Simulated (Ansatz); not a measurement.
# NH4 (doublet): from Hartree-Fock to the top rungs at distance N1–H4 along a hydrogen transfer = 1.088 Å, 6-31G

Aim: climb from Hartree-Fock through coupled cluster and multireference methods for NH4 (doublet) at one geometry and basis, and see what each rung misses.

The runs use Ansatz 0.2.0, Gaussian basis; 6-31G, core rule «outside noble gas», up to 1 orbitals frozen.

Plan: UHF; CCSD(T) on ROHF; CCSD(T) on UHF; BCCD(T) on ROHF; CISD; CCSDT(Q) on ROHF; CCSDT(Q) on UHF; CISDTQ; CCSDTQ on ROHF; CCSDTQ on UHF; CASSCF and MRCISD+Q, 3 electrons in 3 orbitals; CASSCF and NEVPT2, 3 electrons in 3 orbitals; CASSCF and MRCISD+Q, 9 electrons in 8 orbitals; CASSCF and MRCISD+Q(relaxed), 9 electrons in 8 orbitals; CASSCF and NEVPT2, 9 electrons in 8 orbitals; Full CI.

6 further runs of the same task are left out: 1 for a mislabelled method, 5 that didn't finish.

### 1 The geometry

The geometry derives from fragments relaxed apart (PBE0/def2-TZVP) and kept rigid, so it is no stationary point. A hydrogen atom is moved between rigid fragments.

5 atoms, charge 0, spin multiplicity 2.

Atoms are counted from 1 here; the program's logs count them from 0.

Bond lengths: N1–H2 1.012 Å, N1–H3 1.012 Å, N1–H4 1.088 Å. Angles: H2–N1–H3 107.1°, H2–N1–H4 107.1°, H3–N1–H4 107.1°.

Coordinates:

| atom | x (Å) | y (Å) | z (Å) |
| --- | --- | --- | --- |
| N1 | -0.14061 | -0.03160 | -0.04919 |
| H2 | -0.43789 | 0.93623 | -0.04919 |
| H3 | -0.43789 | -0.43390 | 0.83107 |
| H4 | 0.94739 | -0.03160 | -0.04919 |
| H5 | 1.88239 | -0.03160 | -0.04919 |

### 2 UHF

in.yaml

```yaml
crystal:
  periodic: [false, false, false]
  atoms:
    - {symbol: N, position_ang: [-0.140612, -0.031601, -0.049186]}
    - {symbol: H, position_ang: [-0.437892, 0.936233, -0.049186]}
    - {symbol: H, position_ang: [-0.437891, -0.433900, 0.831073]}
    - {symbol: H, position_ang: [0.947388, -0.031600, -0.049187]}
    - {symbol: H, position_ang: [1.882388, -0.031600, -0.049187]}
basis:
  gaussian: {orbitals: 6-31G}
magnetization: {spin_polarized: true, initial_magnetization: 1}
hamiltonian: {xc: hf}
output: {orbitals: {seedname: orbitals}}
```

On the command line:

```
ansatz run in.yaml --threads 1 --pin off --events-out ev --progress --plain --max-ram 2393MiB
```

After this run come: CCSD(T) on ROHF; CCSD(T) on UHF; BCCD(T) on ROHF; CISD; CCSDT(Q) on ROHF; CCSDT(Q) on UHF; CISDTQ; CCSDTQ on ROHF; CCSDTQ on UHF; CASSCF and MRCISD+Q, 3 electrons in 3 orbitals; CASSCF and NEVPT2, 3 electrons in 3 orbitals; CASSCF and MRCISD+Q, 9 electrons in 8 orbitals; CASSCF and MRCISD+Q(relaxed), 9 electrons in 8 orbitals; CASSCF and NEVPT2, 9 electrons in 8 orbitals; Full CI.

**Question.** What will the summary of the whole plan be? Wanted: FCI below the RHF energy; RMP2 from FCI; UMP2 from FCI; RCCSD from FCI; RCCSD(T) from FCI; UCCSD(T) from FCI; RCCSDT(Q) from FCI; UCCSDT(Q) from FCI; NEVPT2 pair from FCI.

**Answer**, as computed:

```
                         quantity                                                                                                                                     value
         FCI below the RHF energy                                                                                                                                -3.9342 eV
                    RMP2 from FCI                                                                                                                           +10.84 kcal/mol
                    UMP2 from FCI                                                                                                                           +11.37 kcal/mol
                   RCCSD from FCI                                                                                                                            +1.56 kcal/mol
                RCCSD(T) from FCI                                                                                                                            +0.35 kcal/mol
                UCCSD(T) from FCI                                                                                                                            +0.34 kcal/mol
               RCCSDT(Q) from FCI                                                                                                                             0.00 kcal/mol
               UCCSDT(Q) from FCI                                                                                                                             0.00 kcal/mol
             NEVPT2 pair from FCI                                                                                                                            +8.71 kcal/mol
          NEVPT2 valence from FCI                                                                                                                            +7.36 kcal/mol
        MRCISD+Q valence from FCI                                                                                                                            +0.13 kcal/mol
levels within 1 kcal/mol (43 meV)  RCCSD(T), UCCSD(T), BCCD(T), RCCSDT, UCCSDT, CISDTQ, RCCSDT(Q), UCCSDT(Q), RCCSDTQ, UCCSDTQ, MRCISD+Q valence, MRCISD+Q(relaxed) valence
                    T1 diagnostic                                                                                                                                     0.025
   effectively unpaired electrons                                                                                                                                      1.02
```

In words: RCCSD(T) misses by +0.35 kcal/mol, 0.4 % of the correlation energy. MRCISD+Q(relaxed) valence falls below full CI: the +Q correction isn't variational, and the cores differ from full CI's. One determinant dominates. Of the multireference levels listed MRCISD+Q valence comes nearest in total energy (+0.13 kcal/mol), which doesn't show that its space is the better one. These misses are within one basis, not against nature; the frozen cores of restricted and unrestricted runs differ, which can shift their rows.
